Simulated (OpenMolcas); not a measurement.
# A workflow on MgH (SMILES [MgH])

Wanted: the energy (ROHF/STO-3G), then the energy (CASSCF(3,3)/STO-3G), then the energy (CASPT2(3,3)/STO-3G), then a single-point energy (SC-NEVPT2(3,3)/STO-3G), then the energy (MRCI(3,3)/STO-3G) of MgH. 

The results are computed with OpenMolcas 26.06.

1 further run of the same task is left out (set aside as unsound or not needed).

### Step 1. Starting point

MgH has 2 atoms, charge 0, and is taken as a doublet. SMILES: `[MgH]`. The Mg1–H2 distance was set to 2.768 Å, away from the relaxed value.

### Step 2. A single-point energy at ROHF/STO-3G (run 1)

The input, input.xyz:

```xyz
2

Mg    -1.572208     0.516189    -0.816554
H      0.786090    -0.258090     0.408270
```

The input, step1.input:

```
* HMg Hartree-Fock

&GATEWAY
 BasLib = $CurrDir
 Coord = input.xyz
 Basis = STO-3G
 Group = NoSym

&SEWARD

&SCF
 UHF
 Spin = 2
 Scramble = 0.25
 PrOrbitals = 1 1

&RASSCF
 FileOrb = $Project.UnaOrb
 Spin = 2
 Nactel = 1 0 0
 Inactive = 6
 Ras2 = 1
 OutOrbitals = Canonical
 OrbListing = Nothing
```

The basis set STO-3G is read from a file made from the Basis Set Exchange's data (not shown).

The run is started by

```bash
$ export MOLCAS_MEM=1860
$ pymolcas step1.input > step1.log
```

What it wrote:

```text
--- Start Module: gateway ---
[...]
--- Stop Module: gateway /rc=_RC_ALL_IS_WELL_ ---
[...]
      Basis functions           10
[...]
--- Start Module: scf ---
[...]
       Convergence after  16 Iterations
[...]
::    Total SCF energy                               -197.4790622039
[...]
      Total spin, S                                     0.5091901368
[...]
--- Stop Module: scf /rc=_RC_ALL_IS_WELL_ ---
--- Start Module: rasscf ---
[...]
      Number of active orbitals                  1
[...]
      Spin quantum number                      0.5
[...]
      Active orbitals                            1
[...]
      Number of CSFs                             1
[...]
      Number of root(s) required                 1
[...]
      Convergence after  9 iterations
[...]
      printout of CI-coefficients larger than  0.05 for root  1
      energy=    -197.477951
      conf/sym  1     Coeff  Weight
             1  u   1.00000 1.00000
      Natural orbitals and occupation numbers for root  1
      sym 1:   1.000000
      ************************************************************************************************************************
      *                                                    Final results                                                     *
[...]
::    RASSCF root number  1 Total energy:   -197.47795124
[...]
      Total electronic charge=   13.000000
      Total            charge=   -0.000000
[...]
      Dipole Moment (debye):
      Origin of the operator (angstrom)=   -1.4771    0.4850   -0.7672
                   X= -5.3038E-01               Y=  1.7414E-01               Z= -2.7546E-01           Total=  6.2250E-01
      Quadrupole Moment (debye*angstrom):
[...]
--- Stop Module: rasscf /rc=_RC_ALL_IS_WELL_ ---
[...]
```

Wall time 3.3 s (1 thread of Intel Xeon Platinum 8259CL at 2.50GHz (Skylake/Cascade Lake), shared host); peak memory 0.37 GiB.

### Step 3. A single-point energy at CASSCF(3,3)/STO-3G (run 2)

input.xyz is that of step 2.

The input, step2.inp:

```
&GATEWAY
  BasLib
  $CurrDir
  Coord
  input.xyz
  Basis
  STO-3G
  Group
  NoSym

&SEWARD

&RASSCF
  FileOrb
  $CurrDir/step1.RasOrb
  Spin
  2
  Nactel
  3 0 0
  Inactive
  5
  Ras2
  3
  OrbListing
  Nothing
```

The basis set STO-3G is read from a file made from the Basis Set Exchange's data (not shown).

The run is started by

```bash
$ export MOLCAS_MEM=1860
$ pymolcas step2.inp > step2.log
```

What it wrote:

```text
--- Start Module: gateway ---
[...]
--- Stop Module: gateway /rc=_RC_ALL_IS_WELL_ ---
--- Start Module: seward ---
[...]
      Basis functions           10
--- Stop Module: seward /rc=_RC_ALL_IS_WELL_ ---
--- Start Module: rasscf ---
[...]
      Number of active orbitals                  3
[...]
      Spin quantum number                      0.5
[...]
      Active orbitals                            3
[...]
      Number of CSFs                             8
[...]
      Number of root(s) required                 1
[...]
      Convergence after  5 iterations
[...]
      printout of CI-coefficients larger than  0.05 for root  1
      energy=    -197.490723
      conf/sym  111     Coeff  Weight
             1  2u0  -0.99008 0.98025
             8  0u2  -0.13613 0.01853
      Natural orbitals and occupation numbers for root  1
      sym 1:   1.961722   0.998831   0.039447
      ************************************************************************************************************************
      *                                                    Final results                                                     *
[...]
::    RASSCF root number  1 Total energy:   -197.49072296
[...]
      Total electronic charge=   13.000000
      Total            charge=   -0.000000
[...]
      Dipole Moment (debye):
      Origin of the operator (angstrom)=   -1.4771    0.4850   -0.7672
                   X= -4.3705E-01               Y=  1.4349E-01               Z= -2.2699E-01           Total=  5.1296E-01
      Quadrupole Moment (debye*angstrom):
[...]
--- Stop Module: rasscf /rc=_RC_ALL_IS_WELL_ ---
[...]
```

Run time: 2.2 s. Hardware: 1 thread of Intel Xeon Platinum 8259CL at 2.50GHz (Skylake/Cascade Lake), shared host; peak memory 0.37 GiB.

### Step 4. The energy at CASPT2(3,3)/STO-3G (run 3)

input.xyz is that of step 3.

The input, step3.input:

```
>>> EXPORT MOLCAS_PRINT=2

&GATEWAY
  BasLib = $CurrDir
  Coord = input.xyz
  Basis = STO-3G
  Group = NoSym

&SEWARD

&RASSCF
  FileOrb = $CurrDir/step2.RasOrb
  Spin = 2
  Nactel = 3 0 0
  Inactive = 5
  Ras2 = 3
  OrbListing = Nothing

&CASPT2
  Imaginary = 0.1
  Frozen = 1
```

The basis set STO-3G is read from a file made from the Basis Set Exchange's data (not shown).

The run is started by

```bash
$ export MOLCAS_MEM=1860
$ pymolcas step3.input > step3.log
```

What it wrote:

```text
--- Start Module: gateway ---
[...]
--- Stop Module: gateway /rc=_RC_ALL_IS_WELL_ ---
[...]
      Basis functions           10
[...]
--- Start Module: rasscf ---
[...]
      Number of active orbitals                  3
[...]
      Spin quantum number                      0.5
[...]
      Active orbitals                            3
[...]
      Number of CSFs                             8
[...]
      Number of root(s) required                 1
[...]
      Convergence after  4 iterations
[...]
      printout of CI-coefficients larger than  0.05 for root  1
      energy=    -197.490723
      conf/sym  111     Coeff  Weight
             1  2u0  -0.99008 0.98025
             8  0u2  -0.13613 0.01853
      Natural orbitals and occupation numbers for root  1
      sym 1:   1.961722   0.998831   0.039447
      ************************************************************************************************************************
      *                                                    Final results                                                     *
[...]
::    RASSCF root number  1 Total energy:   -197.49072296
[...]
      Total electronic charge=   13.000000
      Total            charge=   -0.000000
[...]
      Dipole Moment (debye):
      Origin of the operator (angstrom)=   -1.4771    0.4850   -0.7672
                   X= -4.3705E-01               Y=  1.4349E-01               Z= -2.2699E-01           Total=  5.1296E-01
      Quadrupole Moment (debye*angstrom):
[...]
--- Stop Module: rasscf /rc=_RC_ALL_IS_WELL_ ---
--- Start Module: caspt2 ---
[...]
      E2 (Variational):          -0.0289231180
      Total energy:            -197.5196460825
[...]
      Reference weight:           0.98753
[...]
::    CASPT2 Root  1     Total energy:   -197.51964608
[...]
--- Stop Module: caspt2 /rc=_RC_ALL_IS_WELL_ ---
[...]
```

It took 2.3 s on 1 thread of Intel Xeon Platinum 8259CL at 2.50GHz (Skylake/Cascade Lake), shared host; peak memory 0.37 GiB.

### Step 5. The energy at SC-NEVPT2(3,3)/STO-3G (run 4)

input.xyz is that of step 4.

The input, step4.input:

```
&GATEWAY
 BasLib
 $CurrDir
 Coord
 input.xyz
 Basis
 STO-3G
 Group
 NoSym

&SEWARD

&RASSCF
 FileOrb
 $CurrDir/step2.RasOrb
 Spin
 2
 Nactel
 3 0 0
 Inactive
 5
 Ras2
 3
 OrbListing
 Nothing

&CASPT2
 SC-NEVPT2
 Frozen
 1
```

The basis set STO-3G is read from a file made from the Basis Set Exchange's data (not shown).

The run is started by

```bash
$ export MOLCAS_MEM=1860
$ pymolcas step4.input > step4.log
```

What it wrote:

```text
--- Start Module: gateway ---
[...]
--- Stop Module: gateway /rc=_RC_ALL_IS_WELL_ ---
[...]
      Basis functions           10
[...]
--- Start Module: rasscf ---
[...]
      Number of active orbitals                  3
[...]
      Spin quantum number                      0.5
[...]
      Active orbitals                            3
[...]
      Number of CSFs                             8
[...]
      Number of root(s) required                 1
[...]
      Convergence after  4 iterations
[...]
      printout of CI-coefficients larger than  0.05 for root  1
      energy=    -197.490723
      conf/sym  111     Coeff  Weight
             1  2u0  -0.99008 0.98025
             8  0u2  -0.13613 0.01853
      Natural orbitals and occupation numbers for root  1
      sym 1:   1.961722   0.998831   0.039447
      ************************************************************************************************************************
      *                                                    Final results                                                     *
[...]
::    RASSCF root number  1 Total energy:   -197.49072296
[...]
      Total electronic charge=   13.000000
      Total            charge=   -0.000000
[...]
      Dipole Moment (debye):
      Origin of the operator (angstrom)=   -1.4771    0.4850   -0.7672
                   X= -4.3705E-01               Y=  1.4349E-01               Z= -2.2699E-01           Total=  5.1296E-01
      Quadrupole Moment (debye*angstrom):
[...]
--- Stop Module: rasscf /rc=_RC_ALL_IS_WELL_ ---
--- Start Module: caspt2 ---
[...]
      E2 (Variational):          -0.0262356546
[...]
      E2 (Variational):          -0.0262003236
      Total energy:            -197.5169232881
[...]
      Reference weight:           0.99092
[...]
::    SC-NEVPT2 Root  1     Total energy:   -197.51692329
[...]
--- Stop Module: caspt2 /rc=_RC_ALL_IS_WELL_ ---
[...]
```

Wall time 2.2 s (1 thread of Intel Xeon Platinum 8259CL at 2.50GHz (Skylake/Cascade Lake), shared host); peak memory 0.37 GiB.

### Step 6. A single-point energy at MRCI(3,3)/STO-3G (run 5)

input.xyz is that of step 5.

The input, step5.input:

```
>>> EXPORT MOLCAS_PRINT=2

&gateway
 baslib
 $CurrDir
 coord
 input.xyz
 basis
 STO-3G
 group
 NoSym

&seward

&rasscf
 fileorb
 $CurrDir/step2.RasOrb
 spin
 2
 nactel
 3 0 0
 inactive
 5
 ras2
 3
 orblisting
 Nothing

&motra
 lumorb
 frozen
 1

&guga
 electrons
 11
 spin
 2
 inactive
 4
 active
 3
 ciall
 1

&mrci
 sdci
```

The basis set STO-3G is read from a file made from the Basis Set Exchange's data (not shown).

The run is started by

```bash
$ export MOLCAS_MEM=1860
$ pymolcas step5.input > step5.log
```

What it wrote:

```text
--- Start Module: gateway ---
[...]
--- Stop Module: gateway /rc=_RC_ALL_IS_WELL_ ---
[...]
      Basis functions           10
[...]
      Number of active orbitals                  3
[...]
      Spin quantum number                      0.5
[...]
      Active orbitals                            3
[...]
      Number of CSFs                             8
[...]
      Number of root(s) required                 1
[...]
      Convergence after  4 iterations
[...]
      printout of CI-coefficients larger than  0.05 for root  1
      energy=    -197.490723
      conf/sym  111     Coeff  Weight
             1  2u0  -0.99008 0.98025
             8  0u2  -0.13613 0.01853
      Natural orbitals and occupation numbers for root  1
      sym 1:   1.961722   0.998831   0.039447
      ************************************************************************************************************************
      *                                                    Final results                                                     *
[...]
::    RASSCF root number  1 Total energy:   -197.49072296
[...]
      Dipole Moment (debye):
      Origin of the operator (angstrom)=   -1.4771    0.4850   -0.7672
                   X= -4.3705E-01               Y=  1.4349E-01               Z= -2.2699E-01           Total=  5.1296E-01
      Quadrupole Moment (debye*angstrom):
[...]
--- Start Module: guga ---
[...]
--- Start Module: mrci ---
[...]
       (But an ACPF correction will be computed)
       USE THE DEFAULT ACPF G-VALUE GFAC=  0.18181818181818182
[...]
                      CI ENERGY:  -197.53044213
[...]
                ACPF CORRECTION:    -0.00126497
[...]
      Total electronic charge=   13.000000
      Total            charge=   -0.000000
[...]
     ACPF CORRECTION:     -0.00126497
[...]
  CI State   1     Total energy:   -197.53044213     QDav:     -0.00155709     QACPF:     -0.00126497
[...]
```

It took 2.5 s on 1 thread of Intel Xeon Platinum 8259CL at 2.50GHz (Skylake/Cascade Lake), shared host; peak memory 0.37 GiB.

### Step 7. Summary of results

| quantity | value |
| --- | --- |
| run 1, ROHF/STO-3G: total energy | -197.47795 Eh |
| run 1, ROHF/STO-3G: dipole moment | 0.62 D |
| run 2, CASSCF(3,3)/STO-3G: total energy | -197.49072 Eh |
| run 2, CASSCF(3,3)/STO-3G: dipole moment (CASSCF density) | 0.51 D |
| run 3, CASPT2(3,3)/STO-3G: total energy | -197.51965 Eh |
| run 3, CASPT2(3,3)/STO-3G: dipole moment (CASSCF density) | 0.51 D |
| run 4, SC-NEVPT2(3,3)/STO-3G: total energy | -197.51692 Eh |
| run 4, SC-NEVPT2(3,3)/STO-3G: dipole moment (CASSCF density) | 0.51 D |
| run 5, MRCI(3,3)/STO-3G: total energy | -197.53044 Eh |
| run 5, MRCI(3,3)/STO-3G: dipole moment (CASSCF density) | 0.51 D |
